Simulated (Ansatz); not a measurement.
C3H4N2 (`C=NC1C=N1`), relaxed with RKS PBE-D4/def2-SVP in Ansatz 0.2.0 from a rough embedded geometry. The force threshold is 0.03 eV/Å; the program also tests the step.

The species carries charge 0 and has multiplicity 1.

Start:

```xyz
9

C    -1.568    0.440    0.177
N    -0.406    0.617    0.696
C     0.569   -0.421    0.331
C     1.645    0.022   -0.569
N     0.748   -0.590   -1.201
H    -1.873   -0.435   -0.387
H    -2.403    1.157    0.454
H     0.624   -1.260    0.890
H     2.662    0.470   -0.391
```

**Question.** How much energy does the relaxation release, and in how many steps? (An estimate is asked.)

**Answer.** Computed: 0.76 eV, in 16 steps, 3 of them rejected.

**Question.** Which bonds change most? (Estimate.)

**Answer.** Ansatz gave: C3–H8 from 1.010 to 1.105 Å; N2–C3 from 1.469 to 1.415 Å; C1–H6 from 1.085 to 1.116 Å; C1–H7 from 1.135 to 1.107 Å.

**Question.** Give the relaxed structure. (Estimate.)

**Answer.** Ansatz gave: 
```xyz
9

C    -1.494    0.515    0.123
N    -0.581    0.179    0.952
C     0.561   -0.528    0.508
C     1.450   -0.014   -0.522
N     0.735   -0.946   -0.995
H    -1.463    0.269   -0.965
H    -2.377    1.072    0.494
H     0.944   -1.251    1.251
H     2.224    0.704   -0.846
```
